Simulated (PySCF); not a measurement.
Consider 1-chloropropane, `CCCCl` (C3H7Cl). Atom numbers as in the mapped SMILES `[CH3:1][CH2:2][CH2:3][Cl:4]`.

These are calculated values, ωB97X-D3(BJ)/ma-def2-TZVP in PySCF (grid level 2) at geometries from PBE0-D3(BJ)/def2-SVP. Thermal corrections: PBE0-D3(BJ)/def2-SVP frequencies, unscaled, ideal gas at 298.15 K and 1 bar, quasi-RRHO entropy.

(1) What are the vertical and the adiabatic ionisation energy for forming the radical cation?

(2) Where does the unpaired spin of the relaxed radical cation sit?

(3) What oxidation potential follows in dichloromethane (IEF-PCM), given that Fc+/Fc comes at 4.70 V absolute with this functional and basis?

(4) How far is −ε(HOMO) from the vertical value by ΔSCF?

Results:

(1) 11.01 eV vertical and 10.77 eV adiabatic, the latter with zero-point energy.

(2) Cl4 (chlorine) 0.56, H (on C3) 0.11 (intrinsic atomic orbital populations).

(3) In the gas phase ΔG of oxidation is 10.733 eV, and solvation is -9.9 kJ/mol for the parent and -228.5 kJ/mol for the product, so the absolute potential is 8.47 V, or 3.77 V against Fc+/Fc. Fc+/Fc in dichloromethane, 4.70 V, is ωB97X-D3(BJ)/ma-def2-TZVP on PBE0-D3(BJ)/def2-SVP structures with GFN2-xTB thermal terms. Benchmark calculations put it near 5.0 V in acetonitrile and DMSO, so it is about 0.3 V low, and the value against it can read up to that much too high. The solvent is electrostatics only, on gas-phase structures; the absolute scale refers to an electron at rest in vacuum.

(4) −ε(HOMO) = 10.86 eV, which is 0.16 eV below the ΔSCF value.

Caveats: spin-orbit coupling is left out of the energies, which matters for open shells on the heavier atoms.

Differences come from unrounded values, so a last digit can differ from that of the printed terms.
